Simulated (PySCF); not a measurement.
Compound: C2HFN2S.
Z-matrix (Å and degrees, PBE0-D3(BJ)/def2-SVP geometry), rows numbered from 1:
```
F 
C   1  1.3027
N   2  1.2863  1  124.17
C   3  1.3628  2  107.52  1   179.98
N   4  1.3066  3  120.36  2    -0.09
S   5  1.6647  4  107.80  3     0.23
H   4  1.0933  3  119.97  2   179.96
```

Theory: PySCF 2.14.0, PBE0-D3(BJ)/def2-SVP geometry optimisation, gas phase.

Take the most abundant isotopes and a rigid rotor. 

Question: What are A, B and C (cm⁻¹)?

Answer: Ia = 86.48, Ib = 148.27, Ic = 234.75 u·Å²; 505379 MHz·u·Å²/I gives 5844, 3408 and 2153 MHz, that is A = 0.19492, B = 0.11370, C = 0.07181 cm⁻¹.

Question: What kind of rotor is it?

Answer: An asymmetric top. Ray's parameter κ = (2B − A − C)/(A − C) = -0.320; −1 is the prolate and +1 the oblate limit.

Question: What does the inertial defect say?

Answer: Planar: Δ = Ic − Ia − Ib = 0.00 u·Å². For a rigid frame Δ = −2 Σ m c², so it vanishes when all atoms lie in the ab plane; here none is more than 0.01 Å from it.

Question: Give the coordinates in the principal-axis frame, origin at the centre of mass.

Answer: The sense of each axis is arbitrary; atoms in the order of the calculation.
| atom | mass (u) | a (Å) | b (Å) | c (Å) |
| --- | --- | --- | --- | --- |
| F1 | 18.998 | 2.042 | 0.013 | 0.001 |
| C2 | 12.000 | 0.754 | -0.184 | 0.000 |
| N3 | 14.003 | 0.201 | -1.345 | -0.001 |
| C4 | 12.000 | -1.148 | -1.157 | -0.001 |
| N5 | 14.003 | -1.647 | 0.051 | 0.002 |
| S6 | 31.972 | -0.375 | 1.126 | -0.001 |
| H7 | 1.008 | -1.820 | -2.019 | -0.002 |

Question: List the rotational levels J(Ka,Kc) to J = 3 (MHz).

Answer: Above 0(0,0):
J = 1: 1(0,1) 5561, 1(1,1) 7997, 1(1,0) 9252
J = 2: 2(0,2) 16309, 2(1,2) 17863, 2(1,1) 21630, 2(2,1) 28936, 2(2,0) 29311
J = 3: 3(0,3) 31672, 3(1,3) 32456, 3(1,2) 39917, 3(2,2) 45620, 3(2,1) 47316, 3(3,1) 61143, 3(3,0) 61217

Question: Which types of transition are allowed, and where do some lines up to J = 4 fall?

Answer: The dipole components are |μa| = 0.21 D, |μb| = 0.60 D, |μc| = 0.00 D; the mirror of this Cs structure is the ab plane, so μc vanishes by symmetry (the 0.01 D computed is a residue) and there are no c-type lines. Intensities carry the squares of the components, which stand as 0.12 : 1.00 (a : b). Some lines, for components of 0.1 D or more:

```
type  branch         J(Ka,Kc)    MHz  lower level (cm⁻¹)
   a       Q  4(3,1) ← 4(3,2)    487               2.801
   a       Q  1(1,0) ← 1(1,1)   1256               0.267
   a       Q  3(2,1) ← 3(2,2)   1696               1.522
   b       Q  1(1,0) ← 1(0,1)   3691               0.186
   a       Q  4(2,2) ← 4(2,3)   4320               2.254
   a       Q  3(1,2) ← 3(1,3)   7460               1.083
   b       Q  3(1,2) ← 3(0,3)   8244               1.056
   b       R  2(0,2) ← 1(1,1)   8313               0.267
   b       R  4(2,2) ← 3(3,1)  10745               2.040
   a       Q  4(1,3) ← 4(1,4)  12070               1.722
   b       Q  4(3,1) ← 4(2,2)  12566               2.398
   b       Q  3(2,2) ← 3(1,3)  13164               1.083
   b       Q  3(3,1) ← 3(2,2)  15523               1.522
   a       R  3(2,1) ← 2(2,0)  18005               0.978
   a       R  4(1,4) ← 3(1,3)  19155               1.083
   b       Q  4(4,0) ← 4(3,1)  20478               2.817
   b       R  2(2,0) ← 1(1,1)  21314               0.267
   a       R  4(2,3) ← 3(2,2)  21947               1.522
   a       R  4(3,2) ← 3(3,1)  22824               2.040
   b       R  4(2,3) ← 3(1,2)  27651               1.331
   b       R  3(2,1) ← 2(1,2)  29452               0.596
   b       R  3(3,0) ← 2(2,1)  32280               0.965
```

Question: Estimate the classical rotational partition function at 10 K, 50 K and 298.15 K.

Answer: Point group Cs, symmetry number σ = 1; q = (√π/σ)·√((kT/h)³/(ABC)), k/h = 20836.6 MHz/K: 814 at 10 K, 9100 at 50 K, 133000 at 298.15 K.

Whether it is a minimum is left open (no frequencies). Constants of a rigid frame at the computed geometry: no zero-point averaging, no centrifugal distortion. Quadrupole hyperfine structure (14N) is left out.

The run took 21 s on one thread of an Arm Neoverse V2, no GPU, on a shared host, and the process peaked at 0.38 GiB of memory. These figures are those of the optimisation.
